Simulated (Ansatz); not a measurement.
Geometry optimisation, Ansatz 0.2.0, RKS PBE/STO-3G.

input.yaml

```yaml
crystal:
  periodic: [false, false, false]
  atoms:
    - { symbol: C, position_ang: [-0.8511, -1.8311, -0.4546] }
    - { symbol: C, position_ang: [0.1564, -1.004, -0.233] }
    - { symbol: F, position_ang: [-0.15135, 0.02198, 0.56357] }
    - { symbol: C, position_ang: [1.58227, -1.00457, -0.76524] }
    - { symbol: C, position_ang: [2.59706, -0.84602, 0.31011] }
    - { symbol: O, position_ang: [1.83202, -2.3354, -1.40768] }
    - { symbol: H, position_ang: [-1.8392, -1.5945, -0.0094] }
    - { symbol: H, position_ang: [-0.7623, -2.6382, -1.1143] }
    - { symbol: H, position_ang: [1.6962, -0.29167, -1.59476] }
    - { symbol: H, position_ang: [2.55059, -1.60632, 1.05316] }
    - { symbol: H, position_ang: [2.49946, 0.13131, 0.74175] }
    - { symbol: H, position_ang: [3.63097, -0.89397, -0.1389] }
    - { symbol: H, position_ang: [1.79879, -3.06229, -0.7049] }
basis:
  gaussian: { orbitals: STO-3G }
hamiltonian:
  xc: pbe
relax:
  f_tol: 0.015
  max_steps: 40
```

Command:

```bash
$ ansatz run input.yaml --threads 1 --pin off --max-ram 2048MiB --backend cpu --events-out ev --progress --plain --runs-dir out
```

Where does it end, and by what steps?

The forces met the threshold. Limits of this set-up: minimal basis. After 8 steps the energy has fallen by 0.798 eV; F3 moved furthest, 0.17 Å.

| step | energy less start (eV) | largest force component (eV/Å) | accepted |
| --- | --- | --- | --- |
| 0 | 0.0000 | 3.804 | yes |
| 1 | -0.7052 | 1.594 | yes |
| 2 | -0.7549 | 0.626 | yes |
| 3 | -0.7841 | 0.386 | yes |
| 4 | -0.7930 | 0.280 | yes |
| 5 | -0.7972 | 0.097 | yes |
| 6 | -0.7980 | 0.042 | yes |
| 7 | -0.7982 | 0.018 | yes |
| 8 | -0.7983 | 0.011 | yes |

```xyz
13
Properties=species:S:1:pos:R:3
C -0.879 -1.820 -0.473
C 0.122 -0.948 -0.198
F -0.038 0.134 0.636
C 1.580 -1.101 -0.805
C 2.652 -0.825 0.315
O 1.760 -2.389 -1.488
H -1.887 -1.716 -0.048
H -0.685 -2.651 -1.165
H 1.705 -0.330 -1.608
H 2.603 -1.602 1.101
H 2.460 0.159 0.783
H 3.668 -0.823 -0.121
H 1.678 -3.043 -0.684
```

The run took 23 s on 1 thread of Arm Neoverse V2, on a shared host, peak memory 0.13 GiB.
